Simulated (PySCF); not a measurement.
# AlH: geometry, coupled-cluster ionisations and excitations

Aim: predict the coupled-cluster ionisations and excitations of AlH (`[AlH]`).

Programs: PySCF 2.14.0, with density-fitted response routines of our own. Each step states its level of theory. These are calculated values for one molecule in the gas phase, unless marked as measured. Atoms are numbered from 0 throughout.

## (1) Starting geometry

2 atoms, charge 0, multiplicity 1; geometry from: GFN2-xTB.

Bonds of the start (Å): Al0–H1 1.61.

## (2) Optimising the geometry at PBE0-D3(BJ)/def2-TZVP

What the job is given:

```
{"job": {"xc": "PBE0", "basis": "def2-TZVP", "d3": "d3bj", "grid": 2, "kind": "geom"}, "charge": 0, "multiplicity": 1}
Al     0.000000     0.000000     0.000000
H      0.000000     0.000000     1.612720
```

**Question.** This job is followed by: EOM-CCSD/aug-cc-pVTZ, vertical, frozen core, gas phase. Predict these results of the whole session: point group; rotational constants (main isotopes); correlation energy, MP2 and CCSD; T1 diagnostic; first ionisation (EOM-IP-CCSD); lowest singlet (EOM-EE-CCSD).

**Answer**, as computed:

| quantity | value |
| --- | --- |
| point group | C∞v |
| rotational constants (main isotopes) | 187.80, 187.80 GHz |
| correlation energy, MP2 and CCSD | -1.72, -2.26 eV |
| T1 diagnostic | 0.0141 |
| first ionisation (EOM-IP-CCSD) | 8.30 eV |
| lowest singlet (EOM-EE-CCSD) | 2.98 eV |

**Reading.** Relaxing lowered the energy by 0.014 eV in 2 steps; the close pair that moved most is Al0–H1, from 1.613 to 1.664 Å. MP2 recovers 76 % of the CCSD correlation energy. For the hole of the first ionisation, Koopmans' theorem lies 0.43 eV below EOM-IP-CCSD.
